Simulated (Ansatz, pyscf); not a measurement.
`[BH][NH2]` [doublet] → `[BH]=[NH]` + `[H]` [doublet], a bond scission on the doublet surface: H–N broken, none formed. Single points on ωB97X-D3(BJ)/def2-SVP structures (PySCF, gas phase). Wave-function energies: Ansatz (a quantum-chemistry and plane-wave program), frozen core, RHF or UHF references. In kJ/mol, from the reactant's lowest minimum found.

```
level                 barrier  reaction energy
--------------------  -------  ---------------
r²SCAN/def2-TZVP       177.84          +169.82
PBE/def2-TZVP          165.88          +152.13
CCSD(T)/cc-pV(D+d)Z    188.52          +143.25
CCSDT(Q)/cc-pV(D+d)Z      ___              ___
CCSD(T)/cc-pV(T+d)Z    190.73          +150.20
CCSD(T)/cc-pV(Q+d)Z       ___          +149.03
```

Some entries are withheld; supply them.


- CCSDT(Q)/cc-pV(D+d)Z, barrier: 186.48
- CCSDT(Q)/cc-pV(D+d)Z, reaction energy: +142.60
- CCSD(T)/cc-pV(Q+d)Z, barrier: 188.62

In cc-pV(D+d)Z, going from CCSD(T) to CCSDT(Q) shifts the barrier by -2.04 and the reaction energy by -0.65 kJ/mol. With HF in the quadruple-zeta basis and the correlation energy extrapolated as X⁻³ from X = 3, 4, CCSD(T) gives 187.66 and +149.05; adding the double-zeta shift gives ΔE‡ = 185.62 and ΔE = +148.40 kJ/mol, without core correlation, relativity or geometry relaxation at these levels. One saddle was located; it need not be the lowest between these sides. The CCSD(T) − MP2 part came from Ansatz, without density fitting, on the same reference.
